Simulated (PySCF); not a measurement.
BO: computed EPR parameters against published values

Measured values to reproduce: a(11B B1) 1033 MHz [1]; a(17O O2) -19 MHz [1]; a(11B B1) 1027 MHz [2]; a(17O O2) -19 MHz [4]; Δg⊥ -1.70 ppt [1]. Sources and the comparison follow the method.

BO (doublet state).
Atom-mapped SMILES: `[B:1]=[O:2]`

Geometry (PBE0-D3(BJ)/def2-SVP, Å), atoms numbered from 1 in this order:
```
atom  x, y, z in Å
B1     0.6035   -0.0058   -0.0057
O2    -0.5980    0.0083   -0.0226
```

Method: UKS B3LYP, IGLO-III on B O, non-relativistic, mean-field spin-orbit, GIAO (PySCF 2.14.0).

| nucleus | computed a_iso (MHz) | published | in MHz | difference of magnitudes (MHz) | source |
| --- | --- | --- | --- | --- | --- |
| 11B B1 | 1082.6 | 1033 MHz | 1033.0 | +49.6 | [1] Fermi-contact b_F |
| 17O O2 | -11.9 | -19 MHz | -19.0 | -7.1 | [1] Fermi-contact b_F |
| 11B B1 | 1082.6 | 1027 MHz | 1027.0 | +55.6 | [2] |
| 11B B1 | 1082.6 | 1041.15 MHz | 1041.2 | +41.4 | [3] |
| 17O O2 | -11.9 | -11.96 MHz | -12.0 | -0.1 | [3] |
| 17O O2 | -11.9 | -19 MHz | -19.0 | -7.1 | [4] |

| g shift | computed (ppt) | published (ppt) | difference | source |
| --- | --- | --- | --- | --- |
| Δg⊥ | -1.73 | -1.70 | -0.03 | [1] |

Sources: [1] measured, Ne matrix; Aldegunde, Hutson, Hyperfine structure of 2Sigma molecules containing alkaline-earth atoms, arXiv:1711.09467. [2] measured, gas; Tran Nguyen Lan, Studies on molecular magnetic properties using ab initio quantum chemical methods, thesis, SOKENDAI 2014. [3] computed, CCSD, gas; Tran Nguyen Lan, Studies on molecular magnetic properties using ab initio quantum chemical methods, thesis, SOKENDAI 2014. [4] measured; Tran, Improving perturbation theory for open-shell molecules via self-consistency, arXiv:2107.11260 (experimental column from Kossmann, Neese).

In relative terms the largest miss is 17O O2, by 37 %. The measured numbers hold vibrational averaging and, outside the gas phase, effects of the matrix or solvent; the computed ones belong to one rigid, isolated geometry and carry the errors of functional and basis. An EPR spectrum gives magnitudes, so published signs often rest on theory.

The largest Mulliken spin population is on B1 (+1.03).

The unrestricted determinant has ⟨S²⟩ = 0.7571 (exact 0.7500), so spin contamination is small.
